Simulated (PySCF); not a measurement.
C2H2N2S: core ionisation energies

1,2,5-thiadiazole, C₂H₂N₂S.
Structure used (GFN2-xTB), in Å, numbered top down from 1:
```xyz
7
C2H2N2S angstrom
C     -0.3907    0.7227    0.0583
C     -0.4623   -0.6803   -0.0310
N      0.7206   -1.2448   -0.1130
S      1.8557   -0.0890   -0.0800
N      0.8437    1.1705    0.0407
H     -1.2127    1.4097    0.1345
H     -1.3509   -1.2839   -0.0366
```

Level of theory: delta-SCF UKS SCAN, pcX-2 on the ionised atom, pcseg-1 elsewhere, spin-free X2C (PySCF 2.14.0). Vertical ΔSCF values, vacuum level as zero.

**Question.** List the computed XPS lines with their assignment.

**Answer.** 
| atom(s) | bonded to | level | binding energy (eV) | count |
| --- | --- | --- | --- | --- |
| C1/C2 | N (aromatic in the SMILES), C (aromatic in the SMILES) and H | C 1s | 291.98 | 2 |
| N3/N5 | S (aromatic in the SMILES) and C (aromatic in the SMILES) | N 1s | 405.65 | 2 |
| S4 | 2 N (aromatic in the SMILES) | S 1s | 2479.65 | 1 |

**Question.** What is the longest wavelength that can ionise S 1s of S4 vertically?

**Answer.** λ = hc/E = 12398.42 eV Å / 2479.65 eV = 5.000 Å.

**Question.** Which photon energy gives electrons from S 1s of S4 a kinetic energy of 50 eV, and what is their de Broglie wavelength?

**Answer.** hν = 2479.65 + 50 = 2529.65 eV, recoil neglected; λ = 12.264 Å/√(E/eV) = 1.73 Å.

Atoms equivalent by their bonding share one computed value, that of the first of them. Not every level is listed. Isolated species at its GFN2-xTB geometry, gas phase.
